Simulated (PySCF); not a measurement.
An excited-state job on acetylene, `C#C`.

Method: TDDFT CAM-B3LYP/def2-SVPD, vertical, gas phase, core orbitals frozen in the response (PySCF 2.14.0, density-fitted response routines). Geometry: GFN2-xTB. A driver script takes a list of jobs; this job's settings line and coordinates (Å) are shown.

Input:
```
{"job": {"kind": "uv", "xc": "CAM-B3LYP", "basis": "def2-SVPD", "nstates": 8, "ntriplets": 3}, "charge": 0, "multiplicity": 1}
C      0.539611    -0.005575     0.577130
C     -0.534464     0.007856     0.056156
H      1.484013    -0.017299     1.035275
H     -1.478926     0.019791    -0.401860
```

Output:
```
coarse grid: 3416 points
cycle   1  E = -77.1904657844  dE =  1.261e-01  |g| = 2.407e-01  |ddm| = 6.734e+00
cycle   2  E = -77.2011925578  dE = -1.073e-02  |g| = 1.436e-01  |ddm| = 1.510e+00
cycle   3  E = -77.2066948899  dE = -5.502e-03  |g| = 1.235e-02  |ddm| = 3.546e-01
cycle   4  E = -77.2067456980  dE = -5.081e-05  |g| = 1.618e-03  |ddm| = 1.066e-01
cycle   5  E = -77.2067466011  dE = -9.031e-07  |g| = 9.402e-05  |ddm| = 2.365e-02
final grid: 33160 points
cycle   6  E = -77.2248743782  dE = -9.492e-06  |g| = 1.162e-03  |ddm| = 4.218e-02
cycle   7  E = -77.2248746246  dE = -2.463e-07  |g| = 7.674e-04  |ddm| = 4.645e-03
cycle   8  E = -77.2248747860  dE = -1.614e-07  |g| = 3.098e-05  |ddm| = 1.615e-03
cycle   9  E = -77.2248747863  dE = -3.630e-10  |g| = 3.235e-06  |ddm| = 1.818e-04
converged SCF energy = -77.2248747863

Static polarisability (au): isotropic 21.769, principal 17.564 17.564 30.178

Singlet excitations
state   eV       nm        f      main configurations
  1   6.7294    184.2   0.00000   H->L+1 0.49, H-1->L+2 0.49
  2   7.0130    176.8   0.00000   H-1->L+2 0.48, H->L+1 0.48
  3   7.0131    176.8   0.00000   H->L+2 0.48, H-1->L+1 0.48
  4   8.3723    148.1   0.10273   H->L 0.99
  5   8.3723    148.1   0.10272   H-1->L 0.99
  6   8.8529    140.0   0.00000   H-1->L+3 0.88, H->L+3 0.10
  7   8.8529    140.0   0.00000   H->L+3 0.88, H-1->L+3 0.10
  8  10.1648    122.0   0.03065   H->L+4 0.92

Triplet excitations (Tamm-Dancoff, eV): 5.4938 6.0316 6.0317
```

The SCF starts on a coarse grid where the log names one; the energy can jump when the final grid takes over, and dE then counts from the start density on the new grid. H and L stand for HOMO and LUMO; the number after each pair is its weight.

Give S1 in cm⁻¹ and kJ/mol.

6.7294 eV × 8065.54 = 54276 cm⁻¹; × 96.485 = 649.3 kJ/mol.

How does the lowest singlet excitation compare with the HOMO–LUMO gap?

HOMO -9.86 eV and LUMO 1.78 eV give a gap of 11.64 eV; S1 at 6.73 eV lies 4.91 eV below it.

Summary of the converged run: HOMO -9.86 eV, LUMO 1.78 eV; lowest singlet 6.73 eV; lowest triplet 5.49 eV (Tamm–Dancoff); mean polarisability 21.8 au.

Estimate the wall time. Hardware: Arm Neoverse V1, one thread (shared host).

About 1.1 s.
Labels such as C1 count atoms from 1, the log's own numbers from 0.
